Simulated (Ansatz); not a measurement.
# H2OSSi (SMILES O1[SiH2]S1): one structure at several levels

One table from this session's results is given with a row withheld; the runs are named, their logs left out.

Computed with Ansatz 0.2.0, Gaussian basis. Level: single points in def2-TZVPP.

Correlated methods freeze the cores.

### Starting geometry

SMILES `O1[SiH2]S1`, 5 atoms, charge 0, spin multiplicity 1.

Atoms are counted from 1 here; the program's logs count them from 0.

Bond lengths: O1–Si2 1.661 Å, O1–S3 1.834 Å, Si2–S3 2.166 Å, Si2–H4 1.423 Å, Si2–H5 1.501 Å. Angles: Si2–O1–S3 76.4°, O1–Si2–S3 55.4°, O1–Si2–H4 114.8°, O1–Si2–H5 114.9°, S3–Si2–H4 117.6°, S3–Si2–H5 114.9°, H4–Si2–H5 121.6°, O1–S3–Si2 48.2°.

Geometry (Å):

```xyz
5

O    -0.0477   -0.2838    1.2983
Si   -0.2050    0.2192   -0.2771
S     1.3187   -1.1475    0.4325
H    -1.3146   -0.3357   -0.9733
H     0.2734    1.6166   -0.5446
```

The first run:

run/in.yaml

```yaml
crystal:
  periodic: [false, false, false]
  atoms:
    - {symbol: O, position_ang: [-0.047700, -0.283800, 1.298300]}
    - {symbol: Si, position_ang: [-0.205000, 0.219200, -0.277100]}
    - {symbol: S, position_ang: [1.318700, -1.147500, 0.432500]}
    - {symbol: H, position_ang: [-1.314600, -0.335700, -0.973300]}
    - {symbol: H, position_ang: [0.273400, 1.616600, -0.544600]}
basis:
  gaussian: {orbitals: def2-TZVPP}
correlation: {method: ccsd_t}
output: {forces: true}
```

The command line of these runs was not kept.

Among the steps run: CCSD(T)/def2-TZVPP; PBE0-D4/def2-TZVPP; wB97M-V/def2-TZVPP; r2SCAN-D4/def2-TZVPP; PBE-D4/def2-TZVPP; r2SCAN0-D4/def2-TZVPP; HSE06-D4/def2-TZVPP.

One table of the session follows, with a row left open; its other results are not shown here.

| method | RMS force component (eV/Å) | angle to CCSD(T) forces (°) | dipole (D) |
| --- | --- | --- | --- |
| CCSD(T) | 0.799 | reference | 3.00 |
| PBE0-D4 | 0.944 | 13.4 | 3.00 |
| wB97M-V | 0.890 | 13.3 | 3.07 |
| r2SCAN-D4 | ? | ? | ? |
| PBE-D4 | 0.769 | 13.9 | 2.76 |
| r2SCAN0-D4 | 1.019 | 17.3 | 3.09 |
| HSE06-D4 | 0.938 | 13.2 | 3.00 |

Q: Estimate the row for r2SCAN-D4 from the others.

The run gave: RMS force component (eV/Å): 0.863; angle to CCSD(T) forces (°): 6.4; dipole (D): 2.92. In the column «RMS force component (eV/Å)» it lies between CCSD(T) (0.799) and wB97M-V (0.890).
